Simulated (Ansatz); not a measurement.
**NaAlH2 (SMILES [Na][AlH2]): one structure at several levels**

How do the functionals fare away from a minimum? The structure is a frame of a short trajectory.

Method: single points in def2-TZVPP; program: Ansatz 0.2.0, Gaussian basis.

Correlated methods freeze the cores. The outer core shell of Li, Na, Mg and K is correlated.

### 1 The starting structure

SMILES `[Na][AlH2]`, 4 atoms, charge 0, spin multiplicity 1.

Atoms are counted from 1 here; the program's logs count them from 0.

Bond lengths: Na1–Al2 2.631 Å, Al2–H3 1.595 Å, Al2–H4 1.460 Å. Angles: Na1–Al2–H3 118.6°, Na1–Al2–H4 119.6°, H3–Al2–H4 115.8°.

As a file:

```
Na   -2.3041   -0.1227   -0.9659
Al    0.1307    0.0052    0.0221
H     0.7130   -1.2674    0.7864
H     0.6780    1.2962    0.4294
```

### 2 PBE-D4/def2-TZVPP

Contents of run/in.yaml:

```yaml
crystal:
  periodic: [false, false, false]
  atoms:
    - {symbol: Na, position_ang: [-2.304071, -0.122658, -0.965918]}
    - {symbol: Al, position_ang: [0.130713, 0.005226, 0.022112]}
    - {symbol: H, position_ang: [0.712980, -1.267382, 0.786449]}
    - {symbol: H, position_ang: [0.678000, 1.296178, 0.429407]}
basis:
  gaussian: {orbitals: def2-TZVPP}
hamiltonian: {xc: pbe, dispersion: d4}
output: {forces: true}
```

Launch:

```console
> ansatz run in.yaml --threads 2 --pin off --events-out ev --progress --plain --max-ram 3481MiB
```

### 3 r2SCAN-D4/def2-TZVPP

Edit run/in.yaml of step 2 so:

```diff
@@ -9,3 +9,3 @@
   gaussian: {orbitals: def2-TZVPP}
-hamiltonian: {xc: pbe, dispersion: d4}
+hamiltonian: {xc: r2scan, dispersion: d4}
 output: {forces: true}
```

### 4 PBE0-D4/def2-TZVPP

Edit run/in.yaml of step 3 so:

```diff
@@ -9,3 +9,3 @@
   gaussian: {orbitals: def2-TZVPP}
-hamiltonian: {xc: r2scan, dispersion: d4}
-output: {forces: true}
+hamiltonian: {xc: pbe0, dispersion: d4}
+output: {forces: true, orbitals: {seedname: orbitals}}
```

### 5 wB97M-V/def2-TZVPP

Edit run/in.yaml of step 4 so:

```diff
@@ -9,3 +9,3 @@
   gaussian: {orbitals: def2-TZVPP}
-hamiltonian: {xc: pbe0, dispersion: d4}
-output: {forces: true, orbitals: {seedname: orbitals}}
+hamiltonian: {xc: {name: wB97M-V}}
+output: {forces: true}
```

### 6 CCSD(T)/def2-TZVPP

Edit run/in.yaml of step 5 so:

```diff
@@ -9,3 +9,3 @@
   gaussian: {orbitals: def2-TZVPP}
-hamiltonian: {xc: {name: wB97M-V}}
+correlation: {method: ccsd_t}
 output: {forces: true}
```

(Steps that only read results are left out.)

**Question.** What will these runs give? Wanted: energy less free atoms, CCSD(T)/def2-TZVPP; RMS force component; RMS force error; HOMO and LUMO, PBE0-D4; T1 diagnostic.

**Answer**, as computed:

| quantity | value |
| --- | --- |
| energy less free atoms, CCSD(T)/def2-TZVPP | -618.4 kJ/mol |
| RMS force component | 0.942 to 1.004 eV/Å over the methods |
| RMS force error | PBE-D4 0.065, r2SCAN-D4 0.035, PBE0-D4 0.021, wB97M-V 0.062 eV/Å |
| HOMO and LUMO, PBE0-D4 | -4.66 and -1.54 eV |
| T1 diagnostic | 0.009 |

In words: Against CCSD(T) the functionals' energies less atoms differ by -19.8 to +8.7 kJ/mol, PBE-D4 by +6.8 kJ/mol. A larger basis would deepen the CCSD(T) value, while the functionals are nearly converged already, so the order here is not reliable. For forces PBE0-D4 does best and PBE-D4 worst. Frozen-core CCSD(T) forces in triple zeta carry basis errors of their own, and this is one geometry, so small gaps rank nothing. The restricted Hartree–Fock reference is unstable towards an unrestricted one at one or more of these structures.
